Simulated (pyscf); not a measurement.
Thermochemistry of product channels of F–SiH•–F + water (H₂O) on the doublet surface, in eV, from ωB97M-D3(BJ)/def2-TZVP energies (ideal gas, 1 atm, RRHO with modes under 100 cm⁻¹ raised to 100, one conformer, R ln 2 for rigid chiral ones). Optimised with ωB97X-D3(BJ)/def2-SVP in PySCF.

```tsv
products	ΔE	ΔH(298 K)	ΔG(600 K)	ΔG(1200 K)
HO–SiH(F)–F + H atom (H•)	…	-0.96	-0.67	-0.48
•O–SiH(F)–F + hydrogen (H₂)	+0.08	-0.11	+0.09	…
```

Problem. Fill in the missing entries.

Solution. 
- HO–SiH(F)–F + H atom (H•), ΔE: -0.81
- •O–SiH(F)–F + hydrogen (H₂), ΔG(1200 K): +0.22

These are energies of the channels, which say nothing of barriers. •O–SiH(F)–F lies 1.02 eV over its isomer HO–Si•(F)–F, and others may lie lower still (electronic energy, ωB97M-D3(BJ)).
